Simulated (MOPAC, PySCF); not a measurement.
Cl$_{4}$Si, SMILES `Cl[Si](Cl)(Cl)Cl`, neutral singlet in the gas phase. 

Cartesian coordinates (Å):
SMILES: Cl[Si](Cl)(Cl)Cl
```xyz
5

Cl    -1.4790    -0.3904    -1.3273
Si     0.0000     0.0000     0.0000
Cl     0.0682     1.9903     0.3686
Cl    -0.3627    -0.9944     1.7267
Cl     1.7735    -0.6055    -0.7680
```
Charge 0, multiplicity 1.

All levels are single points at this geometry (r2SCAN-D4/def2-TZVP); Pople sets use spherical d functions. Orbital energies aren't observables, and empty levels follow the basis.

```csv
level,HOMO (eV),LUMO (eV),gap (eV),dipole (D),"vertical IE, Delta-SCF (eV)"
PBE-D3(BJ)/def2-TZVP in PySCF,-8.10,-1.64,6.47,0.00,–
r2SCAN-D4/def2-TZVP in PySCF,-8.50,-1.26,7.23,0.00,–
B3LYP/6-311+G** in PySCF,-9.40,-1.36,8.04,0.00,–
B3LYP/LANL2DZ in PySCF,-9.81,-1.88,7.92,0.00,–
BP86/6-31G* in PySCF,-8.30,-1.89,6.41,0.00,–
HF/STO-3G in PySCF,-12.10,4.99,17.09,0.00,–
PM3 in MOPAC,-11.23,-1.90,9.34,0.00,–
PM6 in MOPAC,-11.59,-1.33,10.25,0.00,–
PM7 in MOPAC,-12.00,-2.01,9.99,0.00,–
```
